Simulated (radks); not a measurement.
**Cl³⁺ in [Ne] 3s2 3p2: an all-electron calculation**

An exercise on one series of results from a longer session: the logs are not shown, and one member is left open.

Program: radks (a radial shooting solver on a logarithmic mesh, Libxc functionals) version 1. Level of theory: scalar-relativistic Kohn-Sham, PBEsol, spin-polarised, spherical densities, finite nucleus; open shells are filled with parallel spins first. These are calculated values, not measurements, unless marked.

## Starting point

| Property | Result |
| --- | --- |
| element | chlorine (Z = 17) |
| charge | +3 |
| electrons | 14 |
| configuration | [Ne] 3s2 3p2 |
| nuclear rms radius | 3.3654 fm |

The outer shells:

Cl³⁺
```
[Ne] core
3s [↑↓]
3p [↑ ][↑ ][  ]
```

The first run:

Input:

```text
Z 17
configuration [Ne] 3s2 3p2 4s0 3d0 4p0 4f0
relativity scalar-relativistic
functional pbe_sol,pbe_sol
spin polarised
nucleus finite rms 3.3654 fm
c 137.035999084
```

On the command line:

```bash
python run_ks.py task.json out
```

All runs below come from this command, one after another.

Among the steps run: Self-consistent calculation.

One of the session's tables, all rows but one given; the rest of the session is left out.

It belongs to the step «Orbitals and density». Sizes of the orbitals, from the radial functions (bohr):

| level | <r> | outermost maximum (interpolated) | 90 % within | nodes |
| --- | --- | --- | --- | --- |
| 1s up | 0.09106 | 0.0595 | 0.163 | 0 |
| 1s down | 0.09105 | 0.0595 | 0.163 | 0 |
| 2s up | 0.4440 | 0.362 | 0.694 | 1 |
| 2s down | ? | ? | ? | ? |
| 2p up | 0.4060 | 0.301 | 0.674 | 0 |
| 2p down | 0.4057 | 0.301 | 0.673 | 0 |
| 3s up | 1.393 | 1.23 | 2.06 | 2 |
| 3s down | 1.399 | 1.23 | 2.08 | 2 |
| 3p up | 1.508 | 1.31 | 2.27 | 1 |
| 3p down | 1.526 | 1.31 | 2.32 | 1 |
| 3d up | 1.790 | 1.45 | 2.83 | 0 |
| 3d down | 1.859 | 1.47 | 2.97 | 0 |
| 4s up | 3.257 | 3.07 | 4.65 | 3 |

Estimate the missing values for 2s down.

**Answer.** <r>: 0.4437; outermost maximum (interpolated): 0.362; 90 % within: 0.693; nodes: 1. In the column «<r>» it lies between 2p up (0.4060) and 2s up (0.4440).

To keep in mind: Open shells are spherical and high-spin; term and fine-structure splittings are not resolved.
